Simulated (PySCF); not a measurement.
# SiP−: from the state search to spectroscopic constants

One table from this session's results is given with a row withheld; the runs are named, their logs left out.

Computed with PySCF 2.14.0. Level: Si def2-TZVPPD, P def2-TZVPPD, no relativity.

1 further run of the same task is left out (set aside as unsound or not needed).

The first run:

The job is set up so:

```json
{
  "atoms": "Si, P",
  "charge": "-1",
  "basis": "Si def2-TZVPPD, P def2-TZVPPD",
  "Hamiltonian": "no relativity",
  "basis functions": "96",
  "electrons treated": "30",
  "masses in u": "27.9769, 30.9738",
  "levels": "PBE0, PBE, r²SCAN, LDA, B3LYP, M06-2X, revPBE, PBEsol, ωB97M-V, HF, MP2, SCS-MP2, CCSD, CCSD(T)",
  "grid": "80 radial by 434 angular points",
  "occupations": "held fixed by the projection of orbital angular momentum",
  "dissociation limit": "Si− + P, each in its ground configuration",
  "starting distance in angstrom": "2.280",
  "values of 2S to try": "0, 2, 4"
}
```

On the command line:

```bash
$ OMP_NUM_THREADS=2 python dia.py task.json out
```

Steps of the session up to this table: Input; PBE0 along the bond; Excited determinants; PBE (GGA); r²SCAN (meta-GGA); LDA (local density); B3LYP (global hybrid GGA); M06-2X; revPBE (GGA); PBEsol (GGA); ωB97M-V; RHF; Correlated methods on the Hartree–Fock reference.

One of the session's tables, all rows but one given; the rest of the session is left out.

Energy (eV) from each level's lowest point:

```
R (Å)    RHF  RHF-MP2  RHF-SCS-MP2  RHF-CCSD  RHF-CCSD(T)
1.722  1.455    1.768        1.755       n/a          n/a
1.802  0.599    0.840        0.830     0.767        0.839
1.882  0.146    0.302        0.295     0.253        0.299
1.942  0.007    0.089        0.085     0.063        0.087
2.002  0.000    0.000        0.000     0.000        0.000
2.062  0.097    0.006        0.011     0.036        0.010
2.142      ?        ?            ?         ?            ?
2.242  0.799    0.383        0.406     0.534        0.417
2.362  1.465    0.788        0.828     1.047        0.859
2.522  2.449    1.383        1.447       n/a          n/a
```

Q: Estimate the row for R (Å) = 2.142 from the others.

Worked estimate for «RHF». A straight line through the neighbours (2.062, 0.097) and (2.242, 0.799) gives 0.097 + (0.799 − 0.097) × (2.142 − 2.062) / (2.242 − 2.062) = 0.409; a parabola fitted to 4 rows on both sides gives 0.362.

The run gave: RHF: 0.348; RHF-MP2: 0.122; RHF-SCS-MP2: 0.134; RHF-CCSD: 0.200; RHF-CCSD(T): 0.137. In «RHF» the line misses by +0.061 and the parabola by +0.014.

Limits of these values: Lowest PBE0 solution found, without spin–orbit coupling: ¹Σ⁺ (singlet), closed shell. Warnings in the runs' records: inverted.
